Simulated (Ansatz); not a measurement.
## BiCl: from a trial structure to a relaxed crystal

Method: DFT PBE, scalar-relativistic, plane waves, PAW (Ansatz 0.2.0).

The start puts BiCl on the CuAu (L1_0) structure type (P4/mmm, No. 123), with Bi in place of Cu, Cl in place of Au, at a guessed volume.

The final relaxation ran on this input, with the default PAW datasets:

```yaml
crystal:
  lattice:
    - [3.2985469858, 0.0, 0.0]
    - [0.0, 3.2985469858, 0.0]
    - [0.0, 0.0, 4.8527076593]
  atoms:
    - { symbol: Bi, position: [0.5, 0.5, 0.5] }
    - { symbol: Cl, position: [0.0, 0.0, 0.0] }
basis:
  ecutwfc: 420
kpoints:
  mp_grid: { grid: [16, 16, 12] }
hamiltonian:
  xc: pbe
scf:
  occupations: { method: gaussian, width: 0.1 }
output:
  forces: true
  stress: true
  eigenvalues: true
relax:
  adjacent_minimum: "off"
  f_tol: 0.01
  max_steps: 80
  cell: { stress_tol: 0.05 }
```

Launched as:

```bash
ansatz run input.yaml --threads 1 --pin off --max-ram 2560MiB --backend cpu --events-out ev --progress --plain --runs-dir out
```

The run took 46 s on 1 thread of Intel(R) Xeon(R) Platinum 8488C (Sapphire Rapids), on a shared host, peak memory 0.55 GiB.

The program printed at the end:

```
SCF converged after 6 iterations
Free energy (F): -13476.459365 eV
Harris-Foulkes:  -13476.459365 eV  (|F-HF|=1.82e-12)
Internal energy: -13476.453878 eV  (E = F + TS)
E sigma→0 (E₀):  -13476.456622 eV
Entropy (-TS):   -0.005487 eV (-2.744 meV/atom)
Fermi energy:    8.797984 eV
--- Per-component energies (eV) ---
  E_band       = -114.299848
  E_kinetic    = 461.605430
  E_local      = -1685.992607  (includes V_loc(G=0)·N_el)
  E_nonlocal   = 589.305206
  E_hartree    = 534.588159
  E_xc         = -257.984506
  E_vxc        = -265.598660  (∫ρ·V_xc dr)
  E_paw        = -11322.098866  (= ΣΔE_a)
  E_vpaw       = -282.795226  (= ΣTr[D̂ρ^β])
  E_aug_tail   = -0.000341  (compensation charges beyond the density's cutoff)
  E_ewald      = -1795.876352
  E_smearing   = -0.005487  (= −TS)
  E_closure    =  0.000000  (closes the sum)
  Σ components = -13476.459365   (vs F -13476.459365, Δ=0.00e0)
--- Forces (eV/Å), atoms counted from 1 ---
  atom   1  Bi     0.00000000     0.00000000     0.00000000
  atom   2  Cl     0.00000000     0.00000000     0.00000000
  max |Σ_I F_I| component: 2.50e-29 eV/Å
--- Stress (GPa, compression-positive) ---
       -0.005762       0.000000       0.000000
        0.000000      -0.005762       0.000000
        0.000000       0.000000       0.001311
  P = ⅓ Tr σ = -0.0034 GPa (-0.034 kbar)
--- Relaxed structure (3 steps of the walk, 3 accepted, 1 SCFs on fresh bases) ---
  F+E_penalty+E_count = -13476.45936511 eV   max|allowed force component| = 1.275e-29 eV/Å   (the final SCF, on the basis selected at the relaxed cell)
  cell:  # Å, volume = 52.9179 Å³
    - [3.312934, 0.000000, 0.0]
    - [0.000000, 3.312934, 0.0]
    - [0.0, 0.0, 4.821443]
  atoms:
    - { symbol: Bi, position: [0.5, 0.5, 0.5] }
    - { symbol: Cl, position: [0.000000, 0.000000, 0.0] }
```

Total energies depend on the potentials used, so only differences within one code and one set of settings carry meaning.

The result has space group P4/mmm (No. 123). Around Bi lie 4 Bi at 3.31 Å and 8 Cl at 3.36 Å; Cl has 4 Cl at 3.31 Å and 8 Bi at 3.36 Å.

Against the elements it lies at -0.23 eV/atom. The zero of energy is the elements' standard structures at the same level (Cl₂ as a molecule); no fitted shifts are applied.

For metals, differences of a few meV/atom aren't resolved. Spin–orbit coupling is left out.

Symmetry constrained the relaxation, so the result can be a saddle point.